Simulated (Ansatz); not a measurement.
A geometry relaxed with B3LYP-D3(BJ)/def2-TZVP (Ansatz, a quantum-chemistry and plane-wave program), charge 0, multiplicity 2:

```xyz
2

S      0.6736     0.0000     0.0000
H     -0.6736     0.0000     0.0000
```

Write the SMILES of this molecule.

`[SH]`
